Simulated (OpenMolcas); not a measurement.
**CH2Cl2 (dichloromethane): the vertical energy of the triplet above the singlet from total energies**

CH2Cl2 has 5 atoms, charge 0, and is taken as a singlet. As SMILES, `ClCCl`. Geometry: relaxed at GFN2-xTB.

Both states at this one shape; open shells run unrestricted unless said. 1 Eh = 27.2114 eV.

| level | program | singlet CH2Cl2 (Eh) | triplet CH2Cl2 (Eh) |
| --- | --- | --- | --- |
| PW6B95/6-311++G** | OpenMolcas | -960.495820 | -960.257074 |
| PW6B95/6-311++G(3df,3pd) (RICD fitting) | OpenMolcas | -960.509298 | -960.274906 |

Problem. Work out the vertical gap, second state less first, at each level.

Solution. 
1. PW6B95/6-311++G**: -960.257074 − (-960.495820) = 0.238746 Eh = 6.50 eV.
2. PW6B95/6-311++G(3df,3pd) (RICD fitting): -960.274906 − (-960.509298) = 0.234392 Eh = 6.38 eV.

No measured value is set beside it here; the levels span 6.38 to 6.50 eV.
